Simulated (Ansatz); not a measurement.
The input, for Ansatz 0.2.0:

```yaml
crystal:
  periodic: [false, false, false]
  atoms:
    - {symbol: Si, position_ang: [0.000000, 0.048634, 0.922146]}
    - {symbol: C, position_ang: [0.000000, -0.189772, -1.895220]}
    - {symbol: H, position_ang: [0.000000, 0.906184, -3.111302]}
basis:
  gaussian: {orbitals: 6-31G}
magnetization: {spin_polarized: false, initial_magnetization: 3}
correlation: {method: ccsdt_q_b, electrons: outside_noble_gas}
scf: {lower_state_search: light}
output: {forces: true}
```

```sh
$ ansatz run in.yaml --threads 1 --pin off --events-out ev --progress --plain --max-ram 2393MiB
```

Log:

```
508 factors; integrals over basis functions are off by at most 6.1e-8 eV
mean field evaluation 1: about -8897.3724 eV, gradient 6.2e0 eV
mean field evaluation 2: about -8897.3729 eV, gradient 6.2e0 eV
mean field evaluation 4: about -8898.1141 eV, gradient 2.1e0 eV
mean field evaluation 8: about -8898.5274 eV, gradient 2.1e-1 eV
mean field evaluation 16: about -8897.3715 eV, gradient 6.2e0 eV
mean field evaluation 32: about -8898.5274 eV, gradient 1.9e-3 eV
mean field evaluation 64: about -8898.6159 eV, gradient 2.1e0 eV
mean field evaluation 96: about -8898.5273 eV, gradient 3.5e-2 eV
mean field evaluation 128: about -8898.7241 eV, gradient 1.8e-1 eV
mean field evaluation 160: about -8898.7656 eV, gradient 2.1e-1 eV
...
cycle  22  -4.25396917 eV  change   -1.0e-5 eV  update   1.5e-5
cycle  23  -4.25397399 eV  change   -4.8e-6 eV  update   1.1e-5
cycle  24  -4.25397878 eV  change   -4.8e-6 eV  update   6.9e-6
cycle  25  -4.25397435 eV  change    4.4e-6 eV  update   4.9e-6
cycle  26  -4.25396990 eV  change    4.4e-6 eV  update   3.1e-6
cycle  27  -4.25396905 eV  change    8.5e-7 eV  update   2.2e-6
cycle  28  -4.25397102 eV  change   -2.0e-6 eV  update   1.4e-6
cycle  29  -4.25397310 eV  change   -2.1e-6 eV  update   9.1e-7
cycle  30  -4.25397413 eV  change   -1.0e-6 eV  update   6.2e-7
cycle  31  -4.25397381 eV  change    3.3e-7 eV  update   4.0e-7
perturbative correction -0.04290170 eV, -0.0015766084 hartree
WARN: these amplitudes may be one of several solutions (largest doubles amplitude 0.24, level shift 4.38 eV)
the calculation of the forces begins
Total energy: -8902.46573309 eV, -327.1595813832 hartree
Atom 0 at     0.000000     0.048634     0.922146 Å, force    -0.000000    -0.051086    -1.760997 eV/Å
Atom 1 at     0.000000    -0.189772    -1.895220 Å, force    -0.000000     2.047132    -0.705582 eV/Å
Atom 2 at     0.000000     0.906184    -3.111302 Å, force    -0.000000    -1.996046     2.466579 eV/Å
Dipole moment:     0.000000     0.035282     0.315923 e Å
```

Forces (eV/Å):
```
Si   0.000 -0.051 -1.761
C    0.000  2.047 -0.706
H    0.000 -1.996  2.467
```

Ran on 1 thread of Arm Neoverse V1, shared host: 25 s wall, 0.2 GiB peak host memory.
